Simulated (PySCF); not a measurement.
Q: What does the PBE0-D3(BJ)/def2-TZVP structure of `C#CC#CF` look like in three dimensions?

A: 
```
atom  x, y, z in Å
C1    -1.7321   -0.2096    0.9213
C2    -0.6447   -0.0793    0.4209
C3     0.5876    0.0702   -0.1452
C4     1.6707    0.2034   -0.6417
F5     2.8145    0.3419   -1.1673
H6    -2.6930   -0.3245    1.3637
```

Orientation and origin are arbitrary. Atoms count from 1 in this order. The 3 C–C bonds span 1.199 Å (C3≡C4, drawn triple) to 1.364 Å (C2–C3, drawn single), a spread of 0.165 Å.

Bonds between heavy atoms (Å): C1≡C2 1.204, C2–C3 1.364, C3≡C4 1.199, C4–F5 1.266.

Computed with PBE0-D3(BJ)/def2-TZVP geometry optimisation, gas phase (PySCF 2.14.0).

Point group: C∞v (tolerance 0.08 Å). PBE0-D3(BJ)/def2-TZVP frequencies: not computed here.

The run took 45 s wall on an Intel Xeon Platinum 8488C with one thread, no GPU, shared host with 192 logical CPUs at a one-minute load of 116, and the process peaked at 0.59 GiB of memory. These figures are those of the optimisation.
